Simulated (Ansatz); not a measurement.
Relaxation of C4H8FN (14 atoms, charge 0, multiplicity 1), to a largest force component of 0.015 eV/Å in at most 40 steps.

Computed with RKS PBE/def2-SVP in Ansatz.

```xyz
14
Properties=species:S:1:pos:R:3:forces:R:3
C -0.776 -0.788 1.364 -2.24 3.93 -0.47
C -0.067 -0.095 0.228 0.45 -1.36 1.43
C 1.367 -0.430 0.178 1.31 0.27 1.24
C -0.598 0.743 -0.644 2.71 0.95 -1.57
N -1.822 1.282 -0.756 0.10 0.36 -3.27
F 0.321 1.269 -1.599 -1.62 -0.28 0.67
H -0.380 -0.436 2.321 0.41 -0.14 0.54
H -0.716 -1.816 1.266 0.13 -2.93 -0.04
H -1.883 -0.463 1.396 0.98 -0.66 -0.04
H 1.952 0.112 -0.558 0.14 0.25 -0.65
H 1.524 -1.502 0.030 0.17 -0.63 -0.09
H 1.887 -0.176 1.169 -0.51 -0.30 -0.59
H -2.276 1.351 0.084 -1.84 0.34 2.93
H -1.800 2.154 -1.282 -0.19 0.19 -0.09
```

Question: Where does it end, and by what steps?

Answer: It converged. After 13 steps the energy has fallen by 0.617 eV; H13 moved furthest, 0.60 Å.

```json
{"step": "0", "energy less start (eV)": "0.0000", "largest force component (eV/Å)": "3.930", "accepted": "yes"}
{"step": "1", "energy less start (eV)": "-0.5030", "largest force component (eV/Å)": "1.399", "accepted": "yes"}
{"step": "2", "energy less start (eV)": "-0.5831", "largest force component (eV/Å)": "0.477", "accepted": "yes"}
{"step": "3", "energy less start (eV)": "-0.5446", "largest force component (eV/Å)": "0.932", "accepted": "no"}
{"step": "4", "energy less start (eV)": "-0.5996", "largest force component (eV/Å)": "0.159", "accepted": "yes"}
{"step": "5", "energy less start (eV)": "-0.6013", "largest force component (eV/Å)": "0.073", "accepted": "yes"}
{"step": "6", "energy less start (eV)": "-0.6052", "largest force component (eV/Å)": "0.077", "accepted": "yes"}
{"step": "7", "energy less start (eV)": "-0.6025", "largest force component (eV/Å)": "0.496", "accepted": "no"}
{"step": "8", "energy less start (eV)": "-0.6090", "largest force component (eV/Å)": "0.073", "accepted": "yes"}
{"step": "9", "energy less start (eV)": "-0.6119", "largest force component (eV/Å)": "0.175", "accepted": "yes"}
{"step": "10", "energy less start (eV)": "-0.6138", "largest force component (eV/Å)": "0.171", "accepted": "yes"}
{"step": "11", "energy less start (eV)": "-0.6076", "largest force component (eV/Å)": "0.295", "accepted": "no"}
{"step": "12", "energy less start (eV)": "-0.6167", "largest force component (eV/Å)": "0.073", "accepted": "yes"}
{"step": "13", "energy less start (eV)": "-0.6171", "largest force component (eV/Å)": "0.013", "accepted": "yes"}
```

```xyz
14
Properties=species:S:1:pos:R:3
C -0.821 -0.628 1.363
C 0.028 -0.028 0.273
C 1.469 -0.462 0.207
C -0.487 0.832 -0.642
N -1.810 1.195 -0.864
F 0.317 1.412 -1.569
H -0.283 -0.603 2.337
H -1.067 -1.697 1.171
H -1.781 -0.092 1.517
H 2.005 0.013 -0.635
H 1.555 -1.566 0.087
H 2.011 -0.209 1.145
H -2.464 0.837 -0.166
H -1.939 2.200 -1.026
```

Time of the run: 31 s on 2 threads of Arm Neoverse V2, with other jobs on the host, peak memory 0.16 GiB.
